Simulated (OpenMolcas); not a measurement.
**One shape, several levels: quartet PH2**

Aim: a comparison of 6 runs (UHF/3-21G, UBLYP/cc-pVTZ, UM06-2X/cc-pVTZ, UM06-L/cc-pVTZ, UPBE0/cc-pVTZ, USVWN5/cc-pVTZ) of quartet PH2. 

Program for the calculation: OpenMolcas 26.06.

1 further run of the same task is left out (set aside as unsound or not needed).

## Step 1: Starting point

The species is PH2 (3 atoms), meant as a quartet with charge 0. SMILES of the parent species: `[PH2]`. The coordinates come from a PBE0-D4/def2-TZVP relaxation. That shape belongs to the parent species and isn't relaxed for this state.

Bond lengths: P1–H2 1.424 Å, P1–H3 1.424 Å. Angles: H2–P1–H3 91.5°.

## Step 2: A single-point energy at UHF/3-21G (run 1)

run.input

```
&GATEWAY
  BASLIB=$CurrDir
  COORD
  3
  angstrom
  P        0.525730      -0.309370       0.258210
  H        0.114640       1.051490       0.176750
  H       -0.640370      -0.742120      -0.434970
  BASIS=3-21G
  GROUP=NoSym

&SEWARD

&SCF
  UHF
  SPIN=4
  THRESHOLDS=1e-10 1e-07 1e-07 1e-05
  PRORBITALS=0
```

The basis set 3-21G is read from a file made from the Basis Set Exchange's data (not shown).

Command:

```bash
$ export MOLCAS_MEM=1860
$ pymolcas run.input > run.log
```

What it wrote:

```text
--- Start Module: gateway ---
[...]
--- Stop Module: gateway /rc=_RC_ALL_IS_WELL_ ---
--- Start Module: seward ---
[...]
      Basis functions           17
--- Stop Module: seward /rc=_RC_ALL_IS_WELL_ ---
--- Start Module: scf ---
[...]
       Convergence after  20 Iterations
[...]
::    Total SCF energy                               -339.8897256214
[...]
      Total spin, S                                     1.5007628435
[...]
      Total electronic charge=   17.000000
      Total            charge=   -0.000000
[...]
      Dipole Moment (debye):
      Origin of the operator (angstrom)=    0.4775   -0.2810    0.2345
                   X=  5.4654E-01               Y= -3.2174E-01               Z=  2.6842E-01           Total=  6.8867E-01
      Quadrupole Moment (debye*angstrom):
[...]
--- Stop Module: scf /rc=_RC_ALL_IS_WELL_ ---
[...]
```

It took 1.8 s on 1 thread of Arm Neoverse V2, shared host; peak memory 0.37 GiB.

## Step 3: The energy at UBLYP/cc-pVTZ (run 2)

geom.xyz

```xyz
3

P      0.525730    -0.309370     0.258210
H      0.114640     1.051490     0.176750
H     -0.640370    -0.742120    -0.434970
```

run.inp

```
>>> EXPORT MOLCAS_PRINT=2

&GATEWAY
 BASLIB=$CurrDir
 COORD=geom.xyz
 BASIS=cc-pVTZ
 GROUP=NoSym

&SEWARD
 GRIDINPUT
 Grid=UltraFine
 End of Grid

&SCF
 UHF
 SPIN=4
 KSDFT=BLYP
 THRESHOLDS=1e-10 1e-07 1e-07 1e-05
 PRORBITALS=1
```

The basis set cc-pVTZ is read from a file made from the Basis Set Exchange's data (not shown).

Command:

```bash
$ export MOLCAS_MEM=1860
$ pymolcas run.inp > run.log
```

What it wrote:

```text
--- Start Module: gateway ---
[...]
--- Stop Module: gateway /rc=_RC_ALL_IS_WELL_ ---
--- Start Module: seward ---
[...]
      Basis functions           62
--- Stop Module: seward /rc=_RC_ALL_IS_WELL_ ---
--- Start Module: scf ---
[...]
       Convergence after  17 Iterations
[...]
::    Total KS-DFT energy                            -342.2841562389
[...]
      Total spin, S                                     1.5006059814
[...]
      Total electronic charge=   17.000000
      Total            charge=   -0.000000
[...]
      Dipole Moment (debye):
      Origin of the operator (angstrom)=    0.4775   -0.2810    0.2345
                   X=  6.1213E-02               Y= -3.6043E-02               Z=  3.0062E-02           Total=  7.7136E-02
      Quadrupole Moment (debye*angstrom):
[...]
--- Stop Module: scf /rc=_RC_ALL_IS_WELL_ ---
[...]
```

It took 14 s on 1 thread of Arm Neoverse V2, shared host; peak memory 0.4 GiB.

Runs 3 to 4 aren't shown in full; the table further down has their settings and results.

## Step 4: A single-point energy at UPBE0/cc-pVTZ (run 5)

mol.input

```
* H2P Kohn-Sham DFT

&gateway
  baslib = $CurrDir
  coord
  3
  angstrom
  P        0.525730      -0.309370       0.258210
  H        0.114640       1.051490       0.176750
  H       -0.640370      -0.742120      -0.434970
  basis = cc-pVTZ
  group = NoSym

&seward
  gridinput
  Grid=UltraFine
  End of Grid

&scf
  uhf
  spin = 4
  ksdft = PBE0
  thresholds = 1e-10 1e-07 1e-07 1e-05
  prorbitals = 1 1
```

The basis set cc-pVTZ is read from a file made from the Basis Set Exchange's data (not shown).

Command:

```bash
$ export MOLCAS_MEM=1860
$ pymolcas mol.input > mol.log
```

What it wrote:

```text
--- Start Module: gateway ---
[...]
--- Stop Module: gateway /rc=_RC_ALL_IS_WELL_ ---
--- Start Module: seward ---
[...]
      Basis functions           62
--- Stop Module: seward /rc=_RC_ALL_IS_WELL_ ---
--- Start Module: scf ---
[...]
       Convergence after  15 Iterations
[...]
::    Total KS-DFT energy                            -342.1618931684
[...]
      Total spin, S                                     1.5010733416
[...]
      Total electronic charge=   17.000000
      Total            charge=   -0.000000
[...]
      Dipole Moment (debye):
      Origin of the operator (angstrom)=    0.4775   -0.2810    0.2345
                   X=  1.7548E-02               Y= -1.0348E-02               Z=  8.6162E-03           Total=  2.2119E-02
      Quadrupole Moment (debye*angstrom):
[...]
--- Stop Module: scf /rc=_RC_ALL_IS_WELL_ ---
[...]
```

It took 14 s on 1 thread of Arm Neoverse V2, shared host; peak memory 0.4 GiB.

## Step 5: A single-point energy at USVWN5/cc-pVTZ (run 6)

mol.inp

```
* H2P Kohn-Sham DFT

&GATEWAY
  BasLib=$CurrDir
  Coord
  3
  bohr
  P      0.99348572    -0.58462457     0.48794618
  H      0.21663820     1.98702812     0.33400909
  H     -1.21012392    -1.40240355    -0.82197417
  Basis=cc-pVTZ
  Group=NoSym

&SEWARD
  GridInput
  Grid=UltraFine
  End of Grid

&SCF
  UHF
  Spin=4
  KSDFT=SVWN5
  Thresholds=1e-10 1e-07 1e-07 1e-05
  PrOrbitals=1 2
```

The basis set cc-pVTZ is read from a file made from the Basis Set Exchange's data (not shown).

Command:

```bash
$ export MOLCAS_MEM=1860
$ pymolcas mol.inp > mol.log
```

What it wrote:

```text
--- Start Module: gateway ---
[...]
--- Stop Module: gateway /rc=_RC_ALL_IS_WELL_ ---
--- Start Module: seward ---
[...]
      Basis functions           62
--- Stop Module: seward /rc=_RC_ALL_IS_WELL_ ---
--- Start Module: scf ---
[...]
       Convergence after  17 Iterations
[...]
::    Total KS-DFT energy                            -340.9968775870
[...]
      Total spin, S                                     1.5003290180
[...]
      Total electronic charge=   17.000000
      Total            charge=   -0.000000
[...]
      Dipole Moment (debye):
      Origin of the operator (angstrom)=    0.4775   -0.2810    0.2345
                   X=  6.1924E-03               Y= -3.6699E-03               Z=  3.0386E-03           Total=  7.8133E-03
      Quadrupole Moment (debye*angstrom):
[...]
--- Stop Module: scf /rc=_RC_ALL_IS_WELL_ ---
[...]
```

It took 9 s on 1 thread of Arm Neoverse V2, shared host; peak memory 0.4 GiB.

## Step 6: Overview of the runs

```
run            level  integration grid  energy (Eh)  dipole moment (D)  HOMO energy (eV)   ⟨S²⟩  wall time
  1        UHF/3-21G                 –  -339.889726               0.69             -4.00  3.753      1.8 s
  2    UBLYP/cc-pVTZ         UltraFine  -342.284156               0.08             -1.30  3.752       14 s
  3  UM06-2X/cc-pVTZ         UltraFine  -342.260845               0.14             -3.14  3.754       21 s
  4   UM06-L/cc-pVTZ         UltraFine  -342.282269               0.04             -1.43  3.755       22 s
  5    UPBE0/cc-pVTZ         UltraFine  -342.161893               0.02             -2.46  3.754       14 s
  6   USVWN5/cc-pVTZ         UltraFine  -340.996878               0.01             -1.44  3.751        9 s
```

## Step 7: Outcome

```
                                 quantity          value
                      run 6: total energy  -340.99688 Eh
                     run 6: dipole moment         0.01 D
run 6: HOMO energy (highest over α and β)       -1.44 eV
                              run 6: ⟨S²⟩          3.751
```

**Reading.** The dipole moment (its size) runs from 0.01 D (USVWN5/cc-pVTZ) to 0.69 D (UHF/3-21G). The two ends differ in method and basis. Totals of different functionals can't be ranked against each other. All runs together took 81 s, the longest 22 s.
